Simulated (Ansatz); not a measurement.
Elements on the sites of an ideal fcc lattice, at a guessed lattice constant:

```xyz
16
Lattice="-3.9078 3.9078 -3.9078 3.9078 3.9078 3.9078 3.9078 -3.9078 -3.9078" Properties=species:S:1:pos:R:3 pbc="T T T"
Ru    1.9539    1.9539   -3.9078
Ru    3.9078    0.0000    0.0000
Ru   -1.9539    1.9539   -3.9078
Ru    1.9539    3.9078   -1.9539
Ru    1.9539    3.9078    1.9539
Rh    3.9078    1.9539   -1.9539
Rh    0.0000    3.9078    0.0000
Pd    1.9539   -1.9539   -3.9078
Pd    0.0000    0.0000    0.0000
Pd    3.9078    1.9539    1.9539
Ag    3.9078   -1.9539   -1.9539
Pt    0.0000    0.0000   -3.9078
Pt    1.9539    0.0000   -1.9539
Pt    0.0000    1.9539   -1.9539
Pt    1.9539    1.9539    0.0000
Pt   -1.9539    3.9078   -1.9539
```

Cell and atoms were relaxed without symmetry on coarser meshes and computed once more. These are results of DFT PBE, scalar-relativistic, plane waves, PAW in Ansatz 0.2.0, not measurements.

Plane waves to 420 eV, a k mesh through Γ of 6×6×6 on the computed 16-atom cell and Gaussian smearing (0.10 eV); no spin polarisation.

The relaxation ran on 3×3×3 k points with a smearing of 0.1 eV, from sites shaken by 0.02 Å.

Problem. What does the relaxation give?

Solution. A volume of 14.84 Å³/atom and no gap on the mesh. It lies 0.10 eV/atom above the elements' standard states (static lattices, no corrections for gases). The atoms leave their sites by 0.06 Å (root mean square) and 0.10 Å at most, and the cell stretches by up to 0.4 % at fixed volume.

```
Ru Rh Pd Ag Pt
1.0
    -3.89950    3.91595   -3.88846
     3.90214    3.91349    3.88337
     3.89979   -3.91085   -3.88365
Ru Rh Pd Ag Pt
5 2 3 1 5
Direct
  0.75264 0.50795 0.74561
  0.99840 0.50587 0.51019
  0.73977 0.99345 0.24282
  0.74282 0.73304 0.48884
  0.25530 0.74900 0.99217
  0.50336 0.74635 0.75497
  0.51173 0.51419 0.00569
  0.25048 0.99553 0.74799
  0.99812 0.99184 0.99745
  0.99805 0.74913 0.24824
  0.00343 0.24764 0.74975
  0.50572 0.00015 0.49803
  0.25286 0.25638 0.50094
  0.51000 0.25171 0.25359
  0.25674 0.50754 0.25350
  0.75269 0.25174 0.00381
```

The final mesh leaves forces up to 0.09 eV/Å and stresses up to 0.4 GPa: the relaxation ran on a coarser mesh, so the cell's shape, its bonds and its energy belong partly to that mesh.

Spin-orbit coupling is left out, which matters for the bands of heavy elements. Spin polarisation was left out, and a magnetic state may lie lower.

Cost: 2 runs of about 17 core-minutes in all (earlier runs that led there not counted), on Intel Xeon Platinum 8259CL (Skylake/Cascade Lake) (shared hosts).